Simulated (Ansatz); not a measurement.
Species: C₃H₇O, net charge 0, doublet state. SMILES: C[CH]OC

Atoms: O1, C2, C3, C4, H5, H6, H7, H8, H9, H10, H11. Bonds: O1-C2, O1-C3, C2-C4, C2-H5, C3-H6, C3-H7, C3-H8, C4-H9, C4-H10, C4-H11.

Bond lengths (Å) and angles (degrees) optimised at HF/3-21G with Ansatz (an electronic-structure program); B3LYP/6-31G* with Ansatz; MP2/6-31G* with Ansatz, each started from the B3LYP-D3(BJ)/def2-TZVP structure (Ansatz) of the last column. A row stands for all coordinates that are equal there; 13 of 25 kinds are shown. 6-31G* holds six Cartesian d functions. No wavenumbers were computed at MP2/6-31G*, so these may be saddle points.

```tsv
coordinate	HF/3-21G	B3LYP/6-31G*	MP2/6-31G*	B3LYP-D3(BJ)/def2-TZVP
O1-C2	1.392	1.368	1.373	1.361
O1-C3	1.437	1.418	1.425	1.418
C2-C4	1.499	1.489	1.488	1.481
C2-H5	1.079	1.093	1.092	1.087
C3-H6	1.079	1.092	1.090	1.088
C3-H7	1.085	1.100	1.097	1.095
C3-H8	1.083	1.098	1.095	1.094
C4-H9	1.088	1.104	1.099	1.100
C2-O1-C3	116.7	114.9	113.5	115.2
O1-C2-C4	113.2	114.5	113.2	114.9
O1-C2-H5	116.3	115.8	115.5	116.2
C4-C2-H5	120.1	120.6	120.1	121.6
O1-C3-H6	106.5	107.0	106.5	107.1
```

Mean signed difference of all 10 bond lengths from B3LYP-D3(BJ)/def2-TZVP: HF/3-21G 0.000 Å, B3LYP/6-31G* 0.005 Å, MP2/6-31G* 0.003 Å.
